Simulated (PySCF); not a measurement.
**Reproducing measurements on C3H7Cl**

**Experimental background.**

NIST CCCBDB Release 22 (SRD 101), experimental dipoles lists, for the gas: dipole moment (dielectric constant and refractivity) 2.17 D.

The runs below try to reproduce these values; the comparison stands at the end.

Compound: C₃H₇Cl.
SMILES with atom numbers: `[CH3:1][CH:2]([CH3:3])[Cl:4]` (hydrogens: H5, H6, H7 on C1; H8 on C2; H9, H10, H11 on C3)

Cartesian coordinates in Å at the PBE0-D3(BJ)/def2-TZVP level; atoms count from 1:
```xyz
11
C3H7Cl angstrom
C     -1.1678    0.1532   -0.5223
C      0.2021    0.5226   -0.0050
C      0.9188   -0.6272    0.6628
Cl     1.2078    1.1352   -1.3719
H     -1.6498    1.0019   -1.0078
H     -1.7973   -0.1743    0.3103
H     -1.0981   -0.6642   -1.2430
H      0.1322    1.3712    0.6773
H      0.3368   -0.9712    1.5225
H      1.9077   -0.3281    1.0112
H      1.0347   -1.4619   -0.0315
```

The PySCF runs (gas phase, on this PBE0-D3(BJ)/def2-TZVP geometry; no spin–orbit coupling):

```tsv
level	job	basis functions	wall time
PBE0-D3(BJ)/def2-TZVP, grid level 2	geometry optimisation from a GFN2-xTB start shaken at random	172	76 s
B97-2/pcSseg-2	shieldings	249	20 s
KT3/pcSseg-2	shieldings	249	31 s
PBE0/pcSseg-2	shieldings, charges and field gradients	249	22 s
wB97X-D/pcSseg-2	shieldings	249	27 s
CAM-B3LYP/aug-cc-pVTZ	10 singlets by full TDDFT, 4 Tamm–Dancoff triplets, polarisability	349	55 s
PBE0/aug-cc-pVTZ	10 singlets by full TDDFT, 4 Tamm–Dancoff triplets, polarisability, dynamic polarisability	349	49 s
wB97X-D/aug-cc-pVTZ	10 singlets by full TDDFT, 4 Tamm–Dancoff triplets, polarisability, ΔSCF ions	349	2.3 min
```

Hardware: one thread, Arm Neoverse V1 (aarch64) (shared host).

Results beside the measurements:

**Dipole moment.** Measured: 2.17 D (NIST CCCBDB Release 22 (SRD 101), experimental dipoles).

| level | computed (D) | computed − measured (D) | % (from the printed values) |
| --- | --- | --- | --- |
| PBE0-D3(BJ)/def2-TZVP | 2.16 | -0.01 | 0 |
| B97-2/pcSseg-2 | 2.24 | +0.07 | +3 |
| KT3/pcSseg-2 | 2.16 | -0.01 | 0 |
| PBE0/pcSseg-2 | 2.24 | +0.07 | +3 |
| wB97X-D/pcSseg-2 | 2.28 | +0.11 | +5 |
| CAM-B3LYP/aug-cc-pVTZ | 2.25 | +0.08 | +4 |
| PBE0/aug-cc-pVTZ | 2.23 | +0.06 | +3 |
| wB97X-D/aug-cc-pVTZ | 2.25 | +0.08 | +4 |

The computed dipoles belong to one fixed geometry; measured ones are averaged over vibrations unless marked μe. Magnitudes are compared, not signs.

No measured geometry was used, and the causes of the misses weren't examined.
